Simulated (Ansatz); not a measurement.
Run this with the Python package of Ansatz (0.2.0) and show what comes out.

`scan.py`
```python
"""Stretching a bond of H2S3, the rest held rigid."""

import warnings

import ansatz as az
from ase import Atoms
import numpy as np


def main() -> None:
    warnings.simplefilter("ignore", az.DeckWarning)

    atoms = Atoms(["S", "S", "S", "H", "H"], positions=[
        (-1.519, -0.7571, 0.076),
        (-0.4091, 0.7907, 0.8263),
        (1.47, 0.0482, 0.79),
        (-1.3237, -0.4677, -1.2486),
        (1.8316, 0.3122, -0.4852),
    ])
    mol = az.Crystal.molecule_from_ase(atoms)

    symbols = [site.symbol for site in mol.cartesian_sites]
    start = np.array([site.position_ang for site in mol.cartesian_sites])
    axis = (start[3] - start[0]) / np.linalg.norm(start[3] - start[0])
    moving = [3]
    lengths, energies = [1.205, 1.26, 1.315, 1.37, 1.425, 1.479, 1.534, 1.616], []
    for length in lengths:
        xyz = start.copy()
        xyz[moving] += (length - np.linalg.norm(start[3] - start[0])) * axis
        point = az.Crystal.molecule()
        for symbol, place in zip(symbols, xyz):
            point = point.atom(symbol, place.tolist())
        setup = point.calculation()
        setup = setup.basis(gaussian="6-31G*").functional("pbe")
        rep = setup.run(threads=1).report
        energies.append(rep["free_energy_ev"])
        print(f"r = {length:6.3f} A  E = {energies[-1]:.5f} eV  <S^2> = {abs(rep['mean_field']['state']['spin_squared']):.3f}")

    # quartic fit about the minimum
    fit = np.polynomial.Polynomial.fit(lengths, np.array(energies) - min(energies), 4).convert()
    roots = [r.real for r in fit.deriv().roots() if abs(r.imag) < 1e-9 and fit.deriv(2)(r.real) > 0]
    r_e = min(roots, key=lambda r: abs(r - lengths[int(np.argmin(energies))]))
    print(f"minimum of the fit at {r_e:.4f} A, force constant {fit.deriv(2)(r_e):.2f} eV/A^2")


if __name__ == "__main__":
    main()
```

`python scan.py` gives:
```text
r =  1.205 A  E = -32522.60320 eV  <S^2> = 0.000
r =  1.260 A  E = -32522.85712 eV  <S^2> = 0.000
r =  1.315 A  E = -32522.98542 eV  <S^2> = 0.000
r =  1.370 A  E = -32523.01966 eV  <S^2> = 0.000
r =  1.425 A  E = -32522.98430 eV  <S^2> = 0.000
r =  1.479 A  E = -32522.90026 eV  <S^2> = 0.000
r =  1.534 A  E = -32522.77891 eV  <S^2> = 0.000
r =  1.616 A  E = -32522.55462 eV  <S^2> = 0.000
minimum of the fit at 1.3665 A, force constant 23.51 eV/A^2
```

What to keep in mind:
- Total energies depend on the basis set; only differences at equal settings carry meaning.
- The rest of the molecule is held rigid at a force-field or estimated start geometry, and the basis set is modest; single-reference methods fail as a bond breaks.
- The orbitals are restricted, so S² is zero by construction.
- Hardware and time: 7.2 s on 1 thread of Arm Neoverse V2, on a shared host, peak memory 0.17 GiB.
